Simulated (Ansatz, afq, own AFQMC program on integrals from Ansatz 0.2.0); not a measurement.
Atomization energy of SiGeH, quartet

```yaml
atoms:
  - { symbol: Si, position_ang: [0.0000, 0.0406, 1.7372] }
  - { symbol: Ge, position_ang: [0.0000, -0.0362, -0.6556] }
  - { symbol: H, position_ang: [0.0000, 1.4755, -1.1562] }
```

Connectivity, by distances: Si–GeH.

Atoms in their ground-state spins without spin–orbit coupling (mostly on UHF) minus the molecule (UHF), without zero-point energy. The geometry is a stationary point, not shown to be a minimum.

Basis cc-pVDZ. Noble-gas cores (and the filled d shells of Ga–Kr and In–Xe) are frozen. Integrals, coupled cluster, full CI and functionals: Ansatz 0.2.0; the random walks run on the same integrals in our own AFQMC program. ph-AFQMC/CISD is guided by a CISD state made of CCSD amplitudes; releasing the constraint for a short imaginary time cuts its bias at the price of noise, slowly where states lie close. Uncertainties: one standard error, sampling alone. No spin–orbit coupling. The errors of all members are added in quadrature.

No full CI on the walks' own integrals is used here; CCSDTQ serves as the reference and is uncertain by about the last step of the cluster series. Each member takes its own surest rung, up to full CI.

The best estimate is CCSD(T) at the basis-set limit (CBS: def2-TZVPP and def2-QZVPP, with their diffuse functions for anions and beside diffuse sets, CCSD(T) itself extrapolated) plus the step from CCSD(T) to CCSDTQ in cc-pVDZ. Rows without CBS are in cc-pVDZ, the functionals in def2-TZVP; B2PLYP and the wave-function rows carry a basis error of their own. Core correlation and relativity beyond core potentials are missing, and ± holds the sampling alone.

Cautions: inner d shell frozen; no relativity below Rb; no spin-orbit coupling; SiGeH (quartet): another spin lies lower, the released energies have errors that jump between times, so the bars are unsure, so no released level is given (meV from the phaseless value at times in 1/Eh: -5 ± 3 at 0.24, -15 ± 8 at 0.51, -10.9 ± 2.3 at 0.99, -14.2 ± 2.3 at 1.62, -23 ± 3 at 2.40), its ph-AFQMC/CISD value lies 32 ± 3 meV above CCSDTQ.

```
 level  atomization energy (eV)
B2PLYP                    4.847
   PBE                    5.264
 B3LYP                    4.982
```

Problem. From these cheaper values, estimate the atomization energy at the level of the best estimate.

Solution. 5.011 eV (best estimate, highest rung CCSDTQ).

```tsv
level	atomization energy (eV)	error against the best estimate (eV)
HF	3.023	-1.987
MP2	4.235	-0.776
CCSD	4.236	-0.775
CCSD(T)	4.373	-0.638
CCSDT	4.402	-0.609
CCSDT(Q)	4.413	-0.597
ph-AFQMC/CISD	4.388 ± 0.003	-0.623 ± 0.003
HF/CBS	3.151	-1.860
MP2/CBS	4.784	-0.227
CCSD(T)/CBS	4.970	-0.041
r2SCAN	5.278	0.268
PBE0	5.075	0.064
wB97M-V	4.908	-0.103
surest rungs in cc-pVDZ	4.414	-0.597
```

Correlation beyond CCSD(T) adds 0.041 eV. Going to the basis-set limit adds 0.597 eV at CCSD(T). The perturbative (T) step is worth +0.137 eV.

Best estimates are given only where the step beyond CCSD(T) is under 0.3 eV and no member's determinant is very poor (T1 over 0.05, or 0.07 for open shells, ⟨S²⟩ too high by 0.3, two states mixed), so the hardest cases are missing from such tables.

The functionals ran in a triple-zeta set and keep a basis error of their own, a few kJ/mol for each bond in atomization energies and more for double hybrids, so close places among them and the extrapolated levels can swap.

CCSDT and higher add their correlation energy to the determinant of the CCSD(T) run, since their own runs factorise the integrals more tightly (a shift of under 2 meV). Each member of a difference takes its own highest rung, so a best estimate needn't equal the limit plus the step of one row. A walk keeps the symmetry of its determinant, which the program's search chose and which needn't be the lowest solution, so a lower state of the same spin and another symmetry isn't excluded.
